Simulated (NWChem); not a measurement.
All runs are NWChem calculations. System: difluoromethane (CH₂F₂), charge 0, spin multiplicity 1, at a geometry optimised with PBE0/def2-SVP. Level: MP2/def2-TZVP, 3 core orbitals frozen.

Job file:

```
start mol
memory heap 200 mb stack 900 mb global 1100 mb
geometry units angstroms nocenter noautoz
  F      1.095795     0.000000    -0.287172
  C      0.000000     0.000000     0.490991
  F     -1.095795     0.000000    -0.287172
  H      0.000000     0.913695     1.111578
  H      0.000000    -0.913695     1.111578
  symmetry group C2v
end
basis spherical
  * library def2-tzvp
end
scf
  rhf
  nopen 0
  maxiter 100
  thresh 1e-7
  semidirect memsize 60000000 filesize 0
end
mp2
  freeze core 3
end
task mp2 energy
```

Part of the output:

```
             Northwest Computational Chemistry Package (NWChem) 7.3.0
             --------------------------------------------------------

                                NWChem Input Module
                                -------------------

 Scaling coordinates for geometry "geometry" by  1.889725989
 (inverse scale =  0.529177249)

 Turning off AUTOSYM since
 SYMMETRY directive was detected!

                             Geometry "geometry" -> ""
                             -------------------------

 Output coordinates in angstroms (scale by  1.889725989 to convert to a.u.)

  No.       Tag          Charge          X              Y              Z
 ---- ---------------- ---------- -------------- -------------- --------------
    1 F                    9.0000     1.09579500     0.00000000    -0.28717200
    2 C                    6.0000     0.00000000     0.00000000     0.49099100
    3 F                    9.0000    -1.09579500     0.00000000    -0.28717200
    4 H                    1.0000     0.00000000     0.91369500     1.11157800
    5 H                    1.0000     0.00000000    -0.91369500     1.11157800

 Effective nuclear repulsion energy (a.u.)      77.6550504557

            Nuclear Dipole moment (a.u.)
            ----------------------------
        X                 Y               Z
 ---------------- ---------------- ----------------
     0.0000000000     0.0000000000     0.0000113384

      Symmetry information
      --------------------

 Group name             C2v
 Group number             16
 Group order               4
 No. of unique centers     3

      Symmetry unique atoms

     1    2    4


 Summary of "ao basis" -> "" (spherical)
 ------------------------------------------------------------------------------
       Tag                 Description            Shells   Functions and Types
 ---------------- ------------------------------  ------  ---------------------
 *                         def2-tzvp                  on all atoms

 Summary of "ao basis" -> "ao basis" (spherical)
 ------------------------------------------------------------------------------
       Tag                 Description            Shells   Functions and Types
 ---------------- ------------------------------  ------  ---------------------
 F                         def2-tzvp                11       31   5s3p2d1f
 C                         def2-tzvp                11       31   5s3p2d1f
 H                         def2-tzvp                 4        6   3s1p

                                 NWChem SCF Module
                                 -----------------

  ao basis        = "ao basis"
  functions       =   105
  atoms           =     5
  closed shells   =    13
  open shells     =     0
  charge          =   0.00
  wavefunction    = RHF
  use symmetry    = T
  symmetry adapt  = T

 Summary of "ao basis" -> "ao basis" (spherical)
 ------------------------------------------------------------------------------
       Tag                 Description            Shells   Functions and Types
 ---------------- ------------------------------  ------  ---------------------
 F                         def2-tzvp                11       31   5s3p2d1f
 C                         def2-tzvp                11       31   5s3p2d1f
 H                         def2-tzvp                 4        6   3s1p

      Symmetry analysis of basis
      --------------------------

        a1         40
        a2         14
        b1         29
        b2         22
[...]
  ----- ------------  ---------------      ----- ------------  ---------------
    36      2.951472  2 C  s                 96     -2.284495  4 H  s
   102     -2.284495  5 H  s                 45      1.023480  2 C  pz
    95      0.314238  4 H  s                101      0.314238  5 H  s
    34      0.180160  2 C  s

 Vector   15  Occ=0.000000D+00  E= 2.100532D-01  Symmetry=b2
              MO Center= -2.3D-16, -3.0D-15,  1.5D+00, r^2= 4.6D+00
   Bfn.  Coefficient  Atom+Function         Bfn.  Coefficient  Atom+Function
  ----- ------------  ---------------      ----- ------------  ---------------
    96      2.422392  4 H  s                102     -2.422392  5 H  s
    44     -1.359303  2 C  py                95     -0.471568  4 H  s
   101      0.471568  5 H  s                 38     -0.234430  2 C  py
    52      0.166529  2 C  d -1

 Vector   16  Occ=0.000000D+00  E= 2.126469D-01  Symmetry=b1
              MO Center=  1.4D-15, -6.8D-17,  8.6D-01, r^2= 4.2D+00
   Bfn.  Coefficient  Atom+Function         Bfn.  Coefficient  Atom+Function
  ----- ------------  ---------------      ----- ------------  ---------------
    43      1.681167  2 C  px                 5     -1.137610  1 F  s
    67      1.137610  3 F  s                 40      0.376207  2 C  px
    14     -0.350280  1 F  pz                76      0.350280  3 F  pz
    54      0.167252  2 C  d  1              12      0.157614  1 F  px
    74      0.157614  3 F  px

 center of mass
 --------------
 x =   0.00000000 y =   0.00000000 z =  -0.10097342

 moments of inertia (a.u.)
 ------------------
          35.893369478256           0.000000000000           0.000000000000
           0.000000000000         192.815038465821           0.000000000000
           0.000000000000           0.000000000000         168.940031144936

  Mulliken analysis of the total density
  --------------------------------------

    Atom       Charge   Shell Charges
 -----------   ------   -------------------------------------------------------
    1 F    9     9.28   0.77  1.20  0.59  1.01  0.34  2.24  2.27  0.82  0.00  0.02  0.00
    2 C    6     5.63   0.85  1.12  0.50  0.60  0.06  1.13  1.05  0.09  0.05  0.16  0.02
    3 F    9     9.28   0.77  1.20  0.59  1.01  0.34  2.24  2.27  0.82  0.00  0.02  0.00
    4 H    1     0.91   0.27  0.50  0.11  0.02
    5 H    1     0.91   0.27  0.50  0.11  0.02

       Multipole analysis of the density wrt the origin
       ------------------------------------------------

     L   x y z        total         open         nuclear
     -   - - -        -----         ----         -------
     0   0 0 0     -0.000000      0.000000     26.000000

     1   1 0 0      0.000000      0.000000      0.000000
     1   0 1 0     -0.000000      0.000000      0.000000
     1   0 0 1      0.816468      0.000000      0.000011

     2   2 0 0    -14.228611      0.000000     77.184271
     2   1 1 0     -0.000000      0.000000      0.000000
     2   1 0 1      0.000000      0.000000      0.000000
     2   0 2 0    -11.186407      0.000000      5.962524
     2   0 1 1     -0.000000      0.000000      0.000000
     2   0 0 2    -11.226612      0.000000     19.291118

                   NWChem MP2 Semi-direct Energy/Gradient Module
                   ---------------------------------------------

  Basis functions       =    105
  Molecular orbitals    =    105
  Frozen core           =      3
  Frozen virtuals       =      0
  Active alpha occupied =     10
  Active beta occupied  =     10
  Active alpha virtual  =     92
  Active beta virtual   =     92
  Use MO symmetry       = T
  Use skeleton AO sym   = T

  AO/Fock/Back tols     =   1.0D-09  1.0D-09  1.0D-09

 GA uses MA = F    GA memory limited = T

 Available:
  local mem=  1.26D+08
 global mem=  1.44D+08
 local disk=  0.00D+00
  mp2_memr nvloc                    92
  nvloc new                    92
   1 passes of  10:        5242880                      68472                  17244824.
   1 passes of  10: M    126152351           G      144157150           F     120909471.

 Semi-direct pass number   1 of   1  for RHF alpha+beta  at        1.6s
  vrange nnbf                  5507
  mp2_eaftype                    65  avail_ma_in_mb                  1099
 EAF : mp2_eaftype filesize          65    8622412.
  mp2_eaf for mointskh                     65
Node 0 wrote     40.5 Mb in      0.0 s     Agg I/O rate:  1982.1 Mb/s
 Done moints_semi at        4.7s
  mp2_eaftype                    65  avail_ma_in_mb                  1034
 EAF : mp2_eaftype filesize          65    8622412.
  mp2_eaf for kh                    65
 Done maket at        4.9s
 Done multipass loop at        4.9s

          -------------------------------------------
          SCF energy                -238.007749435104
          Correlation energy          -0.663221115793
          Singlet pairs               -0.411290709148
          Triplet pairs               -0.251930406645
          Total MP2 energy          -238.670970550898
          -------------------------------------------

          ---------------------------------------------------
                    Spin Component Scaled (SCS) MP2
          Same spin pairs                     -0.167953604430
          Same spin scaling factor             0.333333333333
          Opposite spin pairs                 -0.495267511363
          Opposite spin scaling fact.          1.200000000000
          SCS-MP2 correlation energy          -0.650305548446
          Total SCS-MP2 energy              -238.658054983550
          ---------------------------------------------------

 -----------------------
 Performance information
 -----------------------

 Timer overhead =  1.93D-07 seconds/call

               Nr. of calls         CPU time (s)                 Wall time (s)                GFlops
             ---------------    -------------------     ------------------------------   -------------------
Name         Min   Avg   Max    Min     Avg     Max     Min     Avg     Max   Mx/calls   Min     Max     Sum
mp2: moin     1     1     1    3.1     3.1     3.1      3.1     3.1     3.1     3.1      0.0     0.0     0.0
mp2: make     1     1     1   0.17    0.17    0.17     0.17    0.17    0.17    0.17      0.0     0.0     0.0
mp2: tota     1     1     1    3.3     3.3     3.3      3.3     3.3     3.3     3.3      0.0     0.0     0.0

 The average no. of pstat calls per process was 3.00D+00
 with a timing overhead of 5.78D-07s

 Task  times  cpu:        4.9s     wall:        4.9s

 Total times  cpu:        4.9s     wall:        4.9s
```
